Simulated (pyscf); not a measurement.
Structures and frequencies: ωB97X-D3(BJ)/def2-SVP in PySCF.

For `[SiH3][PH][GeH3]` + `[H][H]` → `[PH2][GeH3]` + `[SiH4]`, a four-centre exchange (singlet surface; P–Si, H–H broken, H–P, H–Si formed), PBE/def2-TZVP gives ΔE‡ = 50.9 kcal/mol and ΔE = +1.8 kcal/mol (zero: the separated reactants). In which direction and how far do r²SCAN/def2-TZVP, PBE0-D3(BJ)/def2-TZVP, ωB97M-D3(BJ)/def2-TZVP move these?

r²SCAN: ΔE‡ = 55.5 kcal/mol, ΔE = +2.3 kcal/mol; PBE0-D3(BJ): ΔE‡ = 55.9 kcal/mol, ΔE = +2.8 kcal/mol; ωB97M-D3(BJ): ΔE‡ = 62.4 kcal/mol, ΔE = +0.2 kcal/mol. PBE's barrier lies under all of them, by 4.6 to 11.4 kcal/mol. Its reaction energy lies among theirs. Low barriers are usual for a GGA, whose delocalisation error favours stretched bonds. One saddle was located; it need not be the lowest between these sides. Elements up to Kr have no core potential and no relativistic terms here.
